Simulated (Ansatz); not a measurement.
System: zinc-blende MgTe (metastable phase). Method: PBE-D3(BJ) (Ansatz, a program for electronic structure, PAW).

Input:

Ansatz 0.2 input:
```yaml
crystal:
  lattice:
    - [0.0, 3.1839649195, 3.1839649195]
    - [3.1839649195, 0.0, 3.1839649195]
    - [3.1839649195, 3.1839649195, 0.0]
  atoms:
    - { symbol: Mg, position: [0.0, 0.0, 0.0] }
    - { symbol: Te, position: [0.25, 0.25, 0.25] }
basis:
  ecutwfc: 520
  ecutrho_ratio: 4
  xc_grid: 2
kpoints:
  mp_grid: { grid: [10, 10, 10] }
hamiltonian:
  xc: pbe
  dispersion: d3bj
  pseudopotentials: { kind: paw }
scf:
  occupations: { method: fermi_dirac, width: 0.01 }
  convergence: { dr2_threshold: 0.0000000002 }
output:
  forces: true
  stress: true
  eigenvalues: true
```

The run printed, among other lines:

```
Crystal: 2 atoms, lattice volume = 64.556 Å³
Basis set: ecut = 520 eV, 1807 PW (Γ), exchange–correlation on 72×72×72 points (8 copies of the dense FFT grid, shifted against one another)
Bands: 17, of which v1, the nominal top of the filled ones, is band 13 counted from 1 (12 counted from 0)
Symmetry: 24 space group operations
Space group: F-43m (ITA 216), of the structure as read, at distance tolerance 4.0e-5 Å
k-points: 47 of 1000 (time reversal used)
Functional: x = pbe(κ = 0.804, μ = 0.2195149727645171), c = pbe(β = 0.06672455060314922)
SCF iter   1: F=—  HF=-8906.104689 eV  |F-HF|=—  |Δ(HF+E_count)|=         —  Δρ=8.39e-4  dr2=7.79e-4
SCF iter   2: F=—  HF=-8906.103096 eV  |F-HF|=—  |Δ(HF+E_count)|=   1.59e-3  Δρ=3.79e-4  dr2=8.05e-5
  ...
SCF iter   6: F=—  HF=-8906.103089 eV  |F-HF|=—  |Δ(HF+E_count)|=   3.56e-8  Δρ=1.27e-6  dr2=5.18e-10
SCF iter   7: F=-8906.103089 eV  HF=-8906.103089 eV  |F-HF|=1.46e-11  |Δ(HF+E_count)|=   1.58e-9  Δρ=1.84e-7  dr2=1.45e-11
SCF 1 converged in 7 iterations: F = -8906.103089 eV  dr2 = 1.45e-11
SCF converged after 7 iterations
Free energy (F): -8906.103089 eV
Internal energy: -8906.103089 eV  (E = F + TS)
E sigma→0 (E₀):  -8906.103089 eV
Fermi energy:    6.055339 eV
--- Stress (GPa, compression-positive) ---
        0.792678       0.000000       0.000000
        0.000000       0.792678       0.000000
       -0.000000       0.000000       0.792678
  P = ⅓ Tr σ = 0.7927 GPa (7.927 kbar)
```

The cell is one volume of an energy–volume scan, off the minimum.
